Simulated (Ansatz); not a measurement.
Energy needed to pull apart CH₃ (SMILES [CH3]), doublet, into free ground-state atoms, from the structure below (displaced at random from its PBE0-D4/def2-TZVP minimum); no zero-point or spin–orbit terms; open-shell atoms are treated unrestricted, in their ground-state multiplicity.

C1  (-0.033, -0.019, 0.003)
H2  (0.082, 0.887, 0.600)
H3  (-0.904, -0.199, -0.600)
H4  (0.800, -0.773, -0.012)
(Å)

Ansatz 0.2.0; basis: def2-TZVPP; cores frozen in the correlated methods; orbitals are unrestricted.

```tsv
method	atomization energy (kcal/mol)
PBE-D4	?
r2SCAN-D4	310.7
PBE0-D4	307.9
wB97M-V	306.7
HF	241.5
MP2	?
CCSD	299.4
CCSD(T)	301.1
```

Q: What does PBE-D4 give? (An estimate is asked for; the value comes from the calculation.)

A: Computed: 309.9 kcal/mol, which is about 8.8 kcal/mol more than CCSD(T)/def2-TZVPP.

Q: What does MP2 give? (Judge from chemistry; the value comes from the calculation.)

A: The calculation gives: 299.0 kcal/mol, which is about 2.1 kcal/mol less than CCSD(T)/def2-TZVPP.

In triple zeta the MP2 and coupled-cluster atomization energies are still short of their basis limit by a few kcal/mol a bond, whereas those of the functionals are nearly converged, so these differences are not deviations from converged CCSD(T).

No T1 diagnostic of these runs exceeds 0.009. ⟨S²⟩ of the unrestricted Hartree–Fock references: 0.76 (a pure state has 0.75).

For scale, one of the runs: CCSD(T)/def2-TZVPP forces, 73 basis functions (an equivalent command: `ansatz run in.yaml --threads 2`). The run took about 5.5 s on 2 CPU threads (shared host).
